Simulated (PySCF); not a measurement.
Molecule: `C#CC(=C)SC`, C₅H₆S.

Cartesian coordinates in Å; atom numbers follow the order of the lines, from 1:
```xyz
12

C    -1.000    1.387    1.269
C    -0.866    0.495    0.476
C    -0.656   -0.544   -0.453
C    -1.657   -1.215   -1.024
S     1.032   -0.948   -0.851
C     1.968    0.248    0.143
H    -1.155    2.158    1.964
H    -2.683   -0.985   -0.795
H    -1.465   -2.003   -1.730
H     3.015    0.055   -0.069
H     1.763    0.093    1.198
H     1.705    1.259   -0.153
```

Frames of a GFN2-xTB Langevin trajectory at 600 K; GIAO PBE0/pcSseg-1 shieldings in PySCF 2.14, gas phase, non-relativistic; equivalent atoms averaged within each frame.

δ = σ(ref) − σ, references computed at the same level: $^{13}$C (σref 186.93), $^{1}$H (σref 31.72) against TMS; $^{33}$S (σref 503.73) against CS2. The references are static minima.

How do the shifts (ppm) fluctuate along the trajectory?

## Answers


| time (fs) | C3 | C4 | C1 | C2 | C6 | S5 | H9 | H8 | H7 | H10/H11/H12 |
| --- | --- | --- | --- | --- | --- | --- | --- | --- | --- | --- |
| 250 | 143.7 | 132.0 | 99.7 | 86.1 | 34.4 | 119 | 6.05 | 5.56 | 4.48 | 3.48 |
| 425 | 140.2 | 119.6 | 102.2 | 89.4 | 16.7 | 38 | 4.92 | 5.56 | 4.45 | 2.66 |
| 625 | 135.5 | 112.6 | 96.8 | 92.0 | 22.6 | 78 | 5.16 | 5.36 | 3.12 | 2.54 |
| 800 | 152.9 | 140.1 | 94.0 | 87.1 | 25.4 | 160 | 5.93 | 7.69 | 2.84 | 3.20 |
| 1000 | 137.7 | 131.5 | 89.1 | 96.6 | 16.4 | 20 | 6.60 | 5.81 | 4.53 | 2.25 |
| mean of frames | 142.0 | 127.2 | 96.4 | 90.2 | 23.1 | 83 | 5.73 | 6.00 | 3.88 | 2.83 |
| standard deviation | 6.8 | 10.9 | 5.1 | 4.2 | 7.4 | 58 | 0.68 | 0.96 | 0.83 | 0.50 |

5 frames give an uncertainty of the mean of about the standard deviation over 2.2 at best, since frames this close in time may not be independent; classical motion lacks zero-point vibration, and the reference would need the same averaging.
